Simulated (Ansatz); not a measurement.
**How far each method lies from UCCSDT(Q) for [Cl···H···NH], triplet**

Geometry: a point of a hydrogen-transfer path between rigid fragments, not a stationary point.

```yaml
atoms:
  - { symbol: Cl, position_ang: [-0.8060, 0.0197, 0.0000] }
  - { symbol: H, position_ang: [0.5680, 0.0197, 0.0000] }
  - { symbol: N, position_ang: [1.8470, 0.0197, 0.0000] }
  - { symbol: H, position_ang: [2.1161, -0.9846, 0.0000] }
```

Basis cc-pVDZ; Ansatz 0.2.0. Only valence electrons are correlated (noble-gas cores frozen), which leaves 14 electrons in 36 orbitals. Prefix R: restricted or restricted open-shell reference; prefix U: unrestricted. Active spaces: valence = (14e, 10o) chosen from the atoms' valence shells; pair = (4e, 4o) about the gap.

Full CI isn't at hand for all of this; UCCSDT(Q) serves as the reference, and is uncertain by about the last step of the cluster series. The frozen core follows each run's orbitals, which can shift R against U totals by a few meV.

For open shells CISD is restricted-active-space CI with the open shells as a complete middle space.

```
UHF ⟨S²⟩                          : 2.028
T1 diagnostic (RCCSD)             : 0.0288
largest doubles amplitude (RCCSD) : 0.039
T1 diagnostic (UCCSD)             : 0.0167
```

```
   level  E − E(RHF) (eV)
     UHF          -0.2684
    RMP2          -7.4810
    UMP2          -7.4943
   RCCSD          -8.4229
   UCCSD          -8.4303
RCCSD(T)          -8.5893
UCCSD(T)          -8.5906
```

Estimate how far UCCSDT(Q) in cc-pVDZ lies from RCCSD(T). The table doesn't fix it; the size of (T) and the diagnostics are the guide.

UCCSDT(Q) in cc-pVDZ lies 1.33 mEh below RCCSD(T), which is 22 % of the (T) step (-6.12 mEh). The diagnostics are small and one determinant leads, so the series closes fast and only a small part of (T) is left.

The other levels:

```
                   level  E − E(UCCSDT(Q)) (mEh)  share of correlation (%)  wall time
                    CISD                   32.17                     89.85      3.8 s
                 BCCD(T)                    1.30                     99.59      2.1 s
                  RCCSDT                    0.57                     99.82          –
                  UCCSDT                    0.52                     99.84          –
               RCCSDT(Q)                    0.06                     99.98       36 s
     CASSCF (pair space)                  294.26                      7.17          –
     NEVPT2 (pair space)                   40.78                     87.13     0.63 s
     MRCISD (pair space)                   29.11                     90.82          –
   MRCISD+Q (pair space)                    3.21                     98.99      1.1 s
  CASSCF (valence space)                  264.40                     16.59          –
  NEVPT2 (valence space)                   52.04                     83.58      2.3 s
  MRCISD (valence space)                   21.49                     93.22          –
MRCISD+Q (valence space)                    1.43                     99.55        6 s
```

The correlation energy at UCCSDT(Q), counted from RHF, is -8.625 eV. That run took 30 s on 1 thread of Arm Neoverse V2, shared host.

Times hold each run's SCF and search for its determinant on a shared host, so for small cases they say little of a method's own cost; they ran on 1 thread of Arm Neoverse V2.

Natural occupations of CASSCF (valence space) about the gap: 1.993 1.975 1.973 1.003 1.001 0.030 0.027; effectively unpaired electrons, Σ n²(2−n)², 2.01.
